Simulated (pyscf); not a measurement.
# Four-centre exchange: HN=SiH–Cl (SMILES N=[SiH]Cl) + NH₃ (SMILES N) → HN=Si(NH₂)–Cl (SMILES N=[Si](N)Cl) + H₂ (SMILES [H][H])

Gas phase, singlet surface, charge 0. Bonds broken: Si2–H5, N6–H7. Bonds formed: Si2–N6, H5–H7. PySCF, gas phase, ωB97X-D3(BJ)/def2-SVP geometries.

Transition state (Å):

```xyz
9

N     -2.4570     0.1649     0.5877
Si    -1.0717    -0.2728    -0.0048
Cl    -0.7748    -2.1903    -0.6702
H     -2.8498     0.9878     1.0165
H      0.3726    -0.1523     0.9524
N      0.0336     0.6529    -1.1321
H      0.6250     0.3098     0.0857
H      0.3393     0.1999    -1.9938
H     -0.1860     1.6361    -1.2959
```

One imaginary mode, 1472i cm⁻¹; descent along it reached the two sides named, in the forms told below.

| bond | change | reactant side (Å) | saddle | product side |
|---|---|---|---|---|
| Si2–H5 | breaks | 1.492 | 1.737 | 3.1 |
| N6–H7 | breaks | 1.022 | 1.397 | 2.9 |
| Si2–N6 | forms | 1.944 | 1.830 | 1.693 |
| H5–H7 | forms | 2.8 | 1.014 | 0.760 |

Electronic energies relative to the separated reactants (eV):

```tsv
level	barrier	reaction energy	reverse barrier
ωB97X-D3(BJ)/def2-TZVP	0.79	-0.60	1.39
PBE/def2-TZVP	0.68	-0.43	1.11
r²SCAN/def2-TZVP	0.63	-0.56	1.20
B3LYP-D3(BJ)/def2-TZVP	0.84	-0.52	1.37
PBE0-D3(BJ)/def2-TZVP	0.66	-0.51	1.17
M06-2X/def2-TZVP	0.75	-0.66	1.42
ωB97M-D3(BJ)/def2-TZVP	0.81	-0.54	1.36
HF/def2-TZVP	1.47	-0.49	1.96
```

With ωB97M-D3(BJ)/def2-TZVP energies and thermal terms (ideal gas, 1 atm, RRHO with modes under 100 cm⁻¹ raised to 100, one conformer, R ln 2 for chiral ones without a mode under 150 cm⁻¹), in eV:

```json
[
 {"T (K)": "298", "ΔH‡": "0.72", "ΔG‡": "1.17", "ΔH": "-0.69", "ΔG": "-0.60"},
 {"T (K)": "600", "ΔH‡": "0.73", "ΔG‡": "1.62", "ΔH": "-0.62", "ΔG": "-0.53"},
 {"T (K)": "900", "ΔH‡": "0.77", "ΔG‡": "2.05", "ΔH": "-0.57", "ΔG": "-0.49"},
 {"T (K)": "1200", "ΔH‡": "0.81", "ΔG‡": "2.47", "ΔH": "-0.54", "ΔG": "-0.47"}
]
```

On the reactant side the descent ends in an adduct with a N–Si contact, 1.18 eV under the separated species and 1.97 eV under the saddle at ωB97X-D3(BJ)/def2-TZVP. What is counted as formed (N–Si) is already present as a longer contact in the reactant adduct; forming that adduct is a step of its own. At the saddle there is also a short H–Si contact that neither side keeps. The same reactants have a lower exit, to H₂N–SiH(NH₂)–Cl (barrier -0.80 eV at ωB97M-D3(BJ)/def2-TZVP, against +0.81 eV here). HN=SiH–Cl lies 1.14 eV over its isomer H₂N–Si:–Cl [singlet] (electronic energy, ωB97M-D3(BJ)/def2-TZVP). This is the saddle that the search found; another between the same sides may lie lower.
